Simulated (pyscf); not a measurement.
## Substitution at Si: H₃Si–Si(SiH₃)(SiH₃)–Cl (SMILES [SiH3][Si]([SiH3])([SiH3])Cl) + CH₃• (SMILES [CH3]) → H₃Si–Si•(SiH₃)–Cl (SMILES [SiH3][Si]([SiH3])Cl) + H₃C–SiH₃ (SMILES C[SiH3])

Gas phase, doublet surface, charge 0. Bonds broken: Si2–Si3. Bonds formed: Si3–C15. Single points on ωB97X-D3(BJ)/def2-SVP structures (PySCF, gas phase).

Transition state (Å):

```xyz
18

Cl    -1.5644    -0.0041     2.9871
Si    -0.8200     0.6190     1.1256
Si     0.2743    -1.2547     0.1246
Si    -2.6544     1.3168    -0.1255
Si     0.6654     2.3594     1.5519
H      0.6950    -0.5485    -1.1276
H      1.2788    -1.4463     1.2156
H     -0.9335    -2.1353     0.0830
H     -2.1871     1.7897    -1.4642
H     -3.5947     0.1741    -0.3179
H     -3.3700     2.4322     0.5602
H      1.7876     1.8647     2.4022
H     -0.0228     3.4835     2.2514
H      1.2225     2.8604     0.2586
C      1.3093    -3.0431    -0.8083
H      1.1694    -3.8340    -0.0627
H      2.3453    -2.7067    -0.9304
H      0.7637    -3.1962    -1.7464
```

One imaginary mode, 496i cm⁻¹; descent along it reached the two sides named.

| bond | change | reactant side (Å) | saddle | product side |
|---|---|---|---|---|
| Si2–Si3 | breaks | 2.331 | 2.390 | 3.5 |
| Si3–C15 | forms | 3.3 | 2.267 | 1.880 |

Electronic energies relative to the separated reactants (kcal/mol):

```csv
level,barrier,reaction energy,reverse barrier
ωB97X-D3(BJ)/def2-TZVP,5.5,-16.6,22.2
PBE/def2-TZVP,-1.1,-20.5,19.4
r²SCAN/def2-TZVP,2.7,-17.4,20.1
B3LYP-D3(BJ)/def2-TZVP,4.0,-17.7,21.7
PBE0-D3(BJ)/def2-TZVP,2.2,-17.5,19.7
M06-2X/def2-TZVP,5.4,-20.9,26.3
ωB97M-D3(BJ)/def2-TZVP,6.1,-19.6,25.7
HF/def2-TZVP,24.4,-13.9,38.3
```

With ωB97M-D3(BJ)/def2-TZVP energies and thermal terms (ideal gas, 1 atm, RRHO with modes under 100 cm⁻¹ raised to 100, one conformer, R ln 2 for chiral ones without a mode under 150 cm⁻¹), in kcal/mol:

```tsv
T (K)	ΔH‡	ΔG‡	ΔH	ΔG
298	7.6	17.6	-17.2	-18.1
600	7.6	27.6	-18.2	-18.6
900	8.0	37.6	-18.8	-18.7
1200	8.5	47.4	-19.0	-18.6
```

At PBE this geometry lies under the reactants; that is no barrier but a single point on another level's saddle; such a level's own saddle, if it has one, lies nearer that side and is low. This is the saddle that the search found; another between the same sides may lie lower. The angle at the attacked Si is 179°.
